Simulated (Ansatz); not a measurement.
# C2H7NO: basis-set convergence

One table from this session's results is given with a row withheld; the runs are named, their logs left out.

Method: one geometry, several basis sets; program: Ansatz 0.2.0, Gaussian basis.

The runs, in order: PBE0-D4/def2-SVP; ωB97M-V/def2-SVP; PBE0-D4/def2-QZVPP; ωB97M-V/def2-QZVPP; the functionals' def2-TZVPP values are taken from earlier runs.

**The relaxed structure**

All runs share one geometry, relaxed beforehand with PBE0-D4 in a triple-zeta def2 set.

SMILES `CNCO`, 11 atoms, charge 0, spin multiplicity 1.

Atoms are counted from 1 here; the program's logs count them from 0.

Bond lengths: C1–N2 1.447 Å, C1–H5 1.091 Å, C1–H6 1.102 Å, C1–H7 1.093 Å, N2–C3 1.439 Å, N2–H8 1.013 Å, C3–O4 1.399 Å, C3–H9 1.101 Å, C3–H10 1.101 Å, O4–H11 0.963 Å. Angles: N2–C1–H5 109.6°, N2–C1–H6 114.3°, N2–C1–H7 109.5°, H5–C1–H6 108.0°, H5–C1–H7 107.6°, H6–C1–H7 107.6°, C1–N2–C3 113.8°, C1–N2–H8 110.6°, C3–N2–H8 109.2°, N2–C3–O4 110.6°, N2–C3–H9 107.1°, N2–C3–H10 114.1°, O4–C3–H9 112.1°, O4–C3–H10 105.4°, H9–C3–H10 107.6°, C3–O4–H11 106.4°.

The first run:

The input, in.yaml:

```yaml
crystal:
  periodic: [false, false, false]
  atoms:
    - {symbol: C, position_ang: [-1.036144, 0.947857, -0.281335]}
    - {symbol: N, position_ang: [-0.481389, -0.306704, 0.180221]}
    - {symbol: C, position_ang: [0.944146, -0.408540, 0.009954]}
    - {symbol: O, position_ang: [1.435306, -1.551715, 0.648761]}
    - {symbol: H, position_ang: [-2.118334, 0.942597, -0.141992]}
    - {symbol: H, position_ang: [-0.829441, 1.172924, -1.339774]}
    - {symbol: H, position_ang: [-0.630223, 1.768229, 0.316760]}
    - {symbol: H, position_ang: [-0.929710, -1.087228, -0.284840]}
    - {symbol: H, position_ang: [1.385763, 0.514242, 0.415852]}
    - {symbol: H, position_ang: [1.265457, -0.498794, -1.038908]}
    - {symbol: H, position_ang: [1.059868, -1.549969, 1.535700]}
basis:
  gaussian: {orbitals: def2-SVP}
hamiltonian: {xc: pbe0, dispersion: d4}
output: {orbitals: {seedname: orbitals}}
```

On the command line:

```bash
$ ansatz run in.yaml --threads 2 --pin off --events-out ev --progress --plain --max-ram 4352MiB
```

Steps of the session up to this table: PBE0-D4 in def2-SVP; ωB97M-V in def2-SVP; PBE0-D4 in def2-QZVPP; ωB97M-V in def2-QZVPP.

One of the session's tables, all rows but one given; the rest of the session is left out.

It belongs to the step «Functionals by basis». 

```
functional       basis  HOMO (eV)  LUMO (eV)
   PBE0-D4    def2-SVP          ?          ?
   PBE0-D4  def2-TZVPP      -6.78       1.21
   PBE0-D4  def2-QZVPP      -6.83       0.70
   ωB97M-V    def2-SVP      -8.96       3.56
   ωB97M-V  def2-TZVPP      -9.17       2.64
   ωB97M-V  def2-QZVPP      -9.21       1.82
```

Q: Estimate the row for PBE0-D4, def2-SVP from the others.

As computed: HOMO (eV): -6.58; LUMO (eV): 1.91. In the column «HOMO (eV)» it is the highest.
